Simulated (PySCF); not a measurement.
From one molecule to another.

First species: 3-pyrroline, C4H7N.
InChI=1S/C4H7N/c1-2-4-5-3-1/h1-2,5H,3-4H2

Second species: isobutyronitrile, C4H7N.
Numbering: `[CH3:1][CH:2]([CH3:3])[C:4]#[N:5]` (hydrogens: H6, H7, H8 on C1; H9 on C2; H10, H11, H12 on C3)

Levels: PBE0/def2-SVPD for dipole moment, HOMO energy, LUMO energy, HOMO–LUMO gap, static isotropic polarisability and electronic spatial extent ⟨r²⟩ about the centre of nuclear charge; TDDFT PBE0/def2-SVPD for lowest singlet excitation; TDA PBE0/def2-SVPD for lowest triplet excitation (Tamm–Dancoff); GFN2-xTB for rotational constant A and rotational constant C. Geometries: GFN2-xTB. All species are isolated and taken at one optimised geometry, non-relativistic unless stated; the electronic structure was computed with PySCF and density fitting.

Problem. Which of the two has the higher HOMO energy, and by how much?

Solution. The first: -6.51 eV against -9.32 eV, a difference of 2.81 eV.

Problem. Which of the two has the higher rotational constant A, and by how much?

Solution. The second: 7.997 GHz against 7.825 GHz, a difference of 0.172 GHz.

Problem. Which has the higher LUMO energy?

Solution. The first: 0.46 eV against 0.30 eV, a difference of 0.16 eV.

Problem. Which has the higher static isotropic polarisability?

Solution. The first: 52.9 au against 51.8 au, a difference of 1.1 au.

Problem. Which of the two has the higher S1 energy, and by how much?

Solution. The second: 7.87 eV against 5.64 eV, a difference of 2.23 eV.

Problem. Which has the higher ⟨r²⟩?

Solution. The second: 452 bohr² against 349 bohr², a difference of 103 bohr².

Problem. Which has the higher dipole moment?

Solution. The second: 4.12 D against 1.21 D, a difference of 2.91 D.

Problem. Which has the higher HOMO–LUMO gap?

Solution. The second: 9.62 eV against 6.97 eV, a difference of 2.65 eV.

On the first: The 8 singlets span 5.64 to 7.72 eV, and their oscillator strengths add up to 0.29. The vertical singlet–triplet gap S1 − T1 is 1.32 eV (TDDFT singlet less Tamm–Dancoff triplet; S1: HOMO→LUMO, weight 0.95; T1: HOMO−1→LUMO, weight 0.79).

On the second: The principal polarisabilities are 43.9, 50.1 and 61.5 au; their mean is the isotropic value. The dipole equals about 13.7 × 10⁻³⁰ C·m (1 D = 3.33564 × 10⁻³⁰ C·m).

One conformer stands for the species.
